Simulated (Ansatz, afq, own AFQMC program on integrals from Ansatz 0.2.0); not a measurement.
Atomization energy of ZrB, sextet, worked out

```xyz
2

Zr    0.0000    0.0000    0.0000
B     0.0000    0.0000    2.1472
```

Basis def2-TZVPP with its core potentials. Noble-gas cores (and the filled d shells of Ga–Kr and In–Xe) are frozen. Ansatz 0.2.0 and our own AFQMC program on the same integrals; the CISD trial comes from CCSD amplitudes, and released means the phaseless constraint is let go. ± is one standard error of the sampling. No spin–orbit coupling. The metal's outer-core s and p shells are frozen, which shifts wave-function levels against functionals.

Total energies in eV. CBS is CCSD(T) at the limit of def2-TZVPP/QZVPP (extrapolated itself); the highest rung of each member is named.

Cautions: no spin-orbit coupling; outer-core shells of the metal frozen; ZrB (sextet): lower spins were not checked, higher spins were not checked, raised T1 diagnostic (T1 0.042, weight of the determinant 0.87, largest double 0.06), (T) is large, 7 % of the CCSD correlation, the released energies are still falling, so no released level is given (meV from the phaseless value at times in 1/Eh: -12 ± 5 at 0.24, -24 ± 3 at 0.50, -45 ± 3 at 1.00, -60 ± 3 at 1.50), the ph-AFQMC/CISD walk drifts between its halves (2.7 errors), its ph-AFQMC/CISD value lies 91 ± 4 meV above CCSDT(Q).

```
      member  count  CCSD(T)/def2-TZVPP  highest rung in def2-TZVPP     which  CCSD(T)/CBS
Zr (triplet)     +1          -1265.4538                  -1265.4892       FCI   -1265.5605
 B (doublet)     +1           -669.3431                   -669.3549       FCI    -669.4648
 ZrB, sextet     -1          -1937.1748                  -1937.2345  CCSDT(Q)   -1937.4959
```

Question: Work out the best estimate of the atomization energy: the CCSD(T)/CBS difference plus the step from CCSD(T) to the highest rung.

Answer: Sums with the counts: CCSD(T)/CBS 2.4706 eV, highest rung 2.3904 eV, CCSD(T)/def2-TZVPP 2.3779 eV. The step is 2.3904 − 2.3779 = 0.0125 eV, so the best estimate is 2.4706 + (0.0125) = 2.4831 eV = 57.3 kcal/mol. The basis set is worth 0.093 eV of it. Zero-point, core-correlation and spin–orbit terms aren't in it.

Best estimates are given only where the step beyond CCSD(T) is under 0.3 eV and no member's determinant is very poor (T1 over 0.05, or 0.07 for open shells, ⟨S²⟩ too high by 0.3, two states mixed), so the hardest cases are missing from such tables.

CCSDT and higher add their correlation energy to the determinant of the CCSD(T) run, since their own runs factorise the integrals more tightly (a shift of under 2 meV). Each member of a difference takes its own highest rung, so a best estimate needn't equal the limit plus the step of one row. The exponents were fitted on light atoms, and def2 sets of heavy atoms don't grow evenly, so the limit is rough here.
